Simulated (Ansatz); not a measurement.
A made-up structure of CH$_{3}$SSi, doublet:

```
6
angstrom
C 0.7707 -2.2984 0.5580
Si 0.2062 -0.4284 0.6653
S -0.2628 0.5828 -0.7469
H -0.2489 0.0808 -2.0108
H -0.6496 1.8810 -0.6259
H 0.1094 0.3422 1.9291
```

It is relaxed with PBE-D4/def2-SVP and then PBE0-D4/def2-TZVP (Ansatz 0.2.0). Atoms count as bonded within 1.22 times the sum of their covalent radii (H–H: 0.88 Å). The end point is not checked to be a true minimum.

Does its bonding change? (Judge from chemistry; the calculation decides.)

The calculation gives: No: no bond forms or breaks.

Where it ends: The first stage lowers the energy by 3.67 eV in 16 steps. It ends as CH₃SSi ([C][SiH][SH2]):
| atom | x (Å) | y (Å) | z (Å) |
| --- | --- | --- | --- |
| C1 | 0.3820 | -1.9066 | -0.0078 |
| Si2 | 0.0197 | -0.5144 | 1.0111 |
| S3 | 0.0870 | 0.9966 | -0.7703 |
| H4 | 0.0163 | -0.1076 | -1.5607 |
| H5 | -1.2023 | 1.3417 | -0.9759 |
| H6 | 0.6223 | 0.3502 | 2.0723 |

Labels in which every atom is bracketed show which atoms are joined, not bond orders.

For scale, one of the runs: PBE0-D4/def2-TZVP relaxation, 123 basis functions, launched by `ansatz run in.yaml --threads 2 --pin off --events-out ev --progress --plain --max-ram 4352MiB`. The run took about 2.1 min on 2 CPU threads of an Arm Neoverse N1 (shared host).
